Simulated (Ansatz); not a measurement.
# P₃ (doublet): from Hartree-Fock to the top rungs, cc-pVDZ

The task here is to estimate one member of a computed series from the others.

Method: cc-pVDZ, core rule «outside noble gas», up to 15 orbitals frozen; program: Ansatz 0.2.0, Gaussian basis.

Plan: UHF; CCSD(T) on ROHF; CCSD(T) on UHF; BCCD(T) on ROHF; CISD as a restricted active space (open shells left free, so some higher excitations enter); CCSDT(Q) on ROHF; CCSDT(Q) on UHF; CASSCF and MRCISD+Q, 9 electrons in 9 orbitals; CASSCF and NEVPT4(SD), 9 electrons in 9 orbitals; CASSCF and NEVPT2, 9 electrons in 9 orbitals.

24 further runs of the same task are left out: 9 that didn't finish, 15 set aside as unsound or not needed. Runs told in other sessions of the task aren't counted.

**What is computed**

The geometry is a PBE0/def2-TZVP stationary point (not a proven minimum) of the parent state, kept for this charge and spin.

3 atoms, charge 0, spin multiplicity 2.

Atoms are counted from 1 here; the program's logs count them from 0.

Bond lengths: P1–P2 2.056 Å, P2–P3 2.056 Å. Angles: P1–P2–P3 107.7°.

Set-up of the first run:

in.yaml reads:

```yaml
crystal:
  periodic: [false, false, false]
  atoms:
    - {symbol: P, position_ang: [0.000000, -0.404315, 1.659704]}
    - {symbol: P, position_ang: [0.000000, 0.808631, 0.000000]}
    - {symbol: P, position_ang: [0.000000, -0.404315, -1.659704]}
basis:
  gaussian: {orbitals: cc-pVDZ}
magnetization: {spin_polarized: true, initial_magnetization: 1}
hamiltonian: {xc: hf}
output: {orbitals: {seedname: orbitals}}
```

The run is started by

```bash
> ansatz run in.yaml --threads 1 --pin off --events-out ev --progress --plain --max-ram 2393MiB
```

Among the steps run: UHF; CCSD(T) on ROHF; CCSD(T) on UHF; BCCD(T) on ROHF; CISD as a restricted active space (open shells left free, so some higher excitations enter); CCSDT(Q) on ROHF; CCSDT(Q) on UHF; CASSCF and MRCISD+Q, 9 electrons in 9 orbitals; CASSCF and NEVPT4(SD), 9 electrons in 9 orbitals; CASSCF and NEVPT2, 9 electrons in 9 orbitals.

One table of the session follows, with a row left open; its other results are not shown here.

```
            method  from RCCSDT(Q) (kcal/mol)
               UHF                    +208.02
              RMP2                     +35.87
              UMP2                     +45.48
              CISD                     +57.87
             RCCSD                     +28.13
             UCCSD                     +11.47
          RCCSD(T)                      +6.98
          UCCSD(T)                      +1.28
           BCCD(T)                      +6.85
            RCCSDT                      +4.89
            UCCSDT                      -3.77
         RCCSDT(Q)                          0
         UCCSDT(Q)                      -7.57
    CASSCF valence                          ?
    NEVPT2 valence                     +34.42
NEVPT4(SD) valence                      +4.79
    MRCISD valence                     +24.93
  MRCISD+Q valence                      +3.50
```

Q: Estimate the row for CASSCF valence from the others.

**Answer.** from RCCSDT(Q) (kcal/mol): +179.44. In the column «from RCCSDT(Q) (kcal/mol)» it lies between CISD (+57.87) and UHF (+208.02).

Left out of the table: ROHF (another determinant or state than the rows shown).

Limits of these values: The determinant of CCSD(T) (⟨S²⟩ 2.14) is far from a pure spin state, so its energy mixes those of several spin states; high orders of coupled cluster remove much of that, low ones don't. The report flags that the cluster equations may have other roots. The determinant of CCSDT(Q) (⟨S²⟩ 2.14) is far from a pure spin state, so its energy mixes those of several spin states; high orders of coupled cluster remove much of that, low ones don't. The program flags RCCSD(T), UCCSD(T), BCCD(T), RCCSDT(Q), UCCSDT(Q) as in doubt, so the zero of the table is itself unsure. Warnings: spin contamination; coupled cluster took another determinant than the lowest. Restricted and unrestricted rows rest on different reference determinants; a gap between their highest levels can come from leftover correlation error, from unlike frozen cores or from another state.
